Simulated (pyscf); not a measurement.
PySCF, gas phase, ωB97X-D3(BJ)/def2-SVP geometries.

Task: HO–Si(OH)(OH)–Cl + hydrogen (H₂) → HO–SiH(OH)–OH + hydrogen chloride (HCl)
Surface: singlet. Broken: Cl–Si, H–H. Formed: H–Si, Cl–H. Give ΔE‡ and ΔE from ωB97M-D3(BJ)/def2-TZVP, relative to the separated reactants.

Result: ΔE‡ = 51.1 kcal/mol, ΔE = +21.3 kcal/mol. Zero-point energy shifts the barrier by +4.1 kcal/mol. It is a four-centre exchange, with an imaginary mode of 815i cm⁻¹. On the product side the descent ends in a complex (not fully relaxed), 6.5 kcal/mol under the separated species and 35.4 kcal/mol under the saddle at ωB97X-D3(BJ)/def2-TZVP. One saddle was located; it need not be the lowest between these sides.
